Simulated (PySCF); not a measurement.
# Shieldings and the share of exact exchange

Molecule: `C/C=C1\C[C@H]1O`, C5H8O.

Molfile (atoms numbered from 1):
```
C5H8O
     RDKit          3D

 14 14  0  0  0  0  0  0  0  0999 V2000
    2.4002   -0.2782   -0.1515 C   0  0  0  0  0  0  0  0  0  0  0  0
    1.1519    0.4888   -0.4403 C   0  0  0  0  0  0  0  0  0  0  0  0
   -0.0707   -0.0300   -0.4531 C   0  0  0  0  0  0  0  0  0  0  0  0
   -0.9266   -1.1983   -0.1878 C   0  0  0  0  0  0  0  0  0  0  0  0
   -1.5130    0.1716   -0.5348 C   0  0  1  0  0  0  0  0  0  0  0  0
   -2.2114    0.9353    0.3867 O   0  0  0  0  0  0  0  0  0  0  0  0
    2.1825   -1.3378    0.0436 H   0  0  0  0  0  0  0  0  0  0  0  0
    3.1060   -0.2183   -0.9966 H   0  0  0  0  0  0  0  0  0  0  0  0
    2.9282    0.1341    0.7247 H   0  0  0  0  0  0  0  0  0  0  0  0
    1.2602    1.5585   -0.6602 H   0  0  0  0  0  0  0  0  0  0  0  0
   -1.0203   -1.5410    0.8503 H   0  0  0  0  0  0  0  0  0  0  0  0
   -1.0111   -1.9983   -0.9334 H   0  0  0  0  0  0  0  0  0  0  0  0
   -1.9734    0.2531   -1.5267 H   0  0  0  0  0  0  0  0  0  0  0  0
   -1.6172    1.1301    1.1190 H   0  0  0  0  0  0  0  0  0  0  0  0
  1  2  1  0
  2  3  2  0
  3  4  1  0
  4  5  1  0
  5  6  1  0
  5  3  1  0
  1  7  1  0
  1  8  1  0
  1  9  1  0
  2 10  1  0
  4 11  1  0
  4 12  1  0
  5 13  1  6
  6 14  1  0
M  END
```

GIAO shieldings (ppm, equivalent atoms averaged) in PySCF on the PBE0-D3(BJ)/def2-SVP geometry, basis pcSseg-1, gas phase, non-relativistic:

| functional | exact exchange (%) | σ(C5) | σ(C4) | σ(O6) |
| --- | --- | --- | --- | --- |
| BLYP | 0 | 121.6 | 159.8 | 271.4 |
| BP86 | 0 | 126.7 | 164.1 | 276.9 |
| PBE | 0 | 127.0 | 164.5 | 276.2 |
| B3LYP | 20 | 128.4 | 165.1 | 282.4 |
| PBE0 | 25 | 134.7 | 170.4 | 288.7 |
| BHandHLYP | 50 | 137.1 | 171.8 | 294.6 |
| HF | 100 | 150.6 | 182.1 | 310.0 |

(1) Fit each shielding as a line in the percentage of exact exchange.

(2) What does the line predict for mPW1PW91 (25 %), and what does the run give?

## Answers

(1) σ(C5) = 125.2 + 0.25 x (rms 2.2 ppm); σ(C4) = 162.9 + 0.19 x (rms 1.9 ppm); σ(O6) = 275.8 + 0.36 x (rms 2.4 ppm). The functionals also differ in their semilocal parts, which the line can't hold; Hartree–Fock has no correlation at all.

(2) σ(C5): 131.4 predicted, 134.0 computed; σ(C4): 167.7 predicted, 169.5 computed; σ(O6): 284.8 predicted, 288.0 computed ppm.
